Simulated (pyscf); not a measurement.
Thermochemistry of product channels of B–F (SMILES [B]F) [singlet] + H₂C=CH₂ (SMILES C=C) on the singlet surface, in eV, from CCSD(T)/def2-TZVPP + ΔMP2(QZVPP) energies (ideal gas, 1 atm, RRHO with modes under 100 cm⁻¹ raised to 100, one conformer, R ln 2 for rigid chiral ones). Single points on ωB97X-D3(BJ)/def2-SVP structures (PySCF, gas phase). Correlated levels are frozen-core, on RHF or UHF. ΔMP2 is the change of the MP2 total energy from the triple- to the quadruple-zeta basis.

| products | ΔE | ΔH(298 K) | ΔG(298 K) | ΔG(600 K) |
|---|---|---|---|---|
| C₂H₄BF (SMILES FB1CC1) | -1.50 | -1.44 | -0.99 | -0.54 |
| H₂B–F (SMILES BF) + HC≡CH (SMILES C#C) | -0.09 | -0.19 | -0.20 | -0.22 |

The channel to cyclic C₂H₄BF (SMILES FB1CC1) turns unfavourable between 298 and 1200 K (ΔG from -0.99 eV to +0.32 eV).

These are energies of the channels, which say nothing of barriers. The CCSD(T) − MP2 part came from Ansatz, without density fitting, on the same reference.
